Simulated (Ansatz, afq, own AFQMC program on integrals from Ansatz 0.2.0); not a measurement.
Two steps: Ansatz 0.2.0 writes the Fock matrix and Cholesky factors of the valence space, and afq projects on them the lowest state that overlaps trial and start.

```yaml
crystal:
  periodic: [false, false, false]
  atoms:
    - {symbol: Ge, position_ang: [-0.034571, 0.000000, 0.295847]}
    - {symbol: N, position_ang: [0.072436, 0.000001, -1.645848]}
    - {symbol: H, position_ang: [0.742421, -1.258240, 0.775123]}
    - {symbol: H, position_ang: [0.742420, 1.258240, 0.775124]}
basis:
  gaussian: {orbitals: cc-pVDZ}
magnetization: {spin_polarized: true, initial_magnetization: 3}
correlation: {method: ccsd_t, electrons: outside_noble_gas, hamiltonian_folder: ham}
```

```sh
$ ansatz run in.yaml --threads 1 --pin off --events-out ev --progress --plain --max-ram 1382MiB
```

afq runs on the folder ham with

```
--method phaseless --trial cisd --walkers 60 --populations 1 --least-time 40 --time-step 0.005 --steps-per-block 50 --equilibration-blocks 28 --max-blocks 300 --target-error 0.0004 --factor-cut 1e-05 --start spin_pure --seed 7617 --release-times 0.24,0.51,0.99,1.62,2.4 --release-step 0.03 --release-every 4 --taylor-order 6
```

Times are imaginary, in 1/Eh. The walk had a cap of 1161 s. Filled inner d shells are frozen with the cores.

afq prints:

```
orbitals 36  electrons 7 4  factors 283 of 549
reference energy -2130.84406444 Eh
CCSD correlation -0.21121157 Eh in 15 cycles, weight of the determinant in the CISD state 0.8953
energy of the start -2131.054567 Eh
 block  time / (1/Eh)  mean weight  energy / Eh
     1     0.250  0.9986  -2131.052474
     2     0.500  1.0002  -2131.054477
     3     0.750  1.0010  -2131.054591
     4     1.000  1.0011  -2131.055554
     5     1.250  0.9980  -2131.061784
     8     2.000  1.0022  -2131.059210
    13     3.250  0.9996  -2131.058558
    31     7.750  1.0000  -2131.065950
    49    12.250  0.9987  -2131.064614
    61    15.250  1.0000  -2131.071502
    67    16.750  0.9997  -2131.060278
    85    21.250  1.0002  -2131.063012
   103    25.750  0.9991  -2131.061187
   121    30.250  0.9998  -2131.064795
   139    34.750  1.0006  -2131.056537
   157    39.250  1.0002  -2131.064415
   175    43.750  0.9998  -2131.057823
   181    45.250  1.0028  -2131.055718
   193    48.250  1.0014  -2131.062718
   211    52.750  0.9970  -2131.059881
   229    57.250  1.0008  -2131.057091
   247    61.750  1.0008  -2131.057245
   265    66.250  1.0000  -2131.067271
blocks merged  error / Eh  count
     1  0.000207  240
     2  0.000263  120
     4  0.000330  60
     8  0.000379  30
    16  0.000363  15
released: time / (1/Eh)  energy / Eh  error  mean overlap
  0.24  -2131.061451  0.000457  0.9946
  0.51  -2131.061663  0.000395  0.9842
  0.99  -2131.061858  0.000328  0.9798
  1.62  -2131.061040  0.000387  1.0068
  2.40  -2131.061055  0.000533  1.0337
energy -2131.061225 +/- 0.000379 Eh
(rows thinned)
```

The run passed its tests (sampling time, drift between the halves within three errors, error under three times the target), which doesn't prove that it has relaxed.

Against this walk (error 10.3 meV) on the same determinant: CCSD(T) 31.5 meV higher, CCSDT(Q) 8.8 meV lower (within the noise). The error is statistical and leaves out the bias of the constraint. Released to 2.40 1/Eh the energy moves by 5 ± 18 meV (both errors), within twice the noise.

Cautions: constraint bias not in the error; no relativity below Rb; no spin-orbit coupling; inner d shell frozen; lower spins were not checked.

The walk took 4 min on 1 thread of Intel(R) Xeon(R) 6975P-C (Granite Rapids), on a shared host. The log's last line is the phaseless energy.

CCSDT and higher add their correlation energy to the determinant of the CCSD(T) run, since their own runs factorise the integrals more tightly (a shift of under 2 meV). A walk keeps the symmetry of its determinant, which the program's search chose and which needn't be the lowest solution, so a lower state of the same spin and another symmetry isn't excluded.
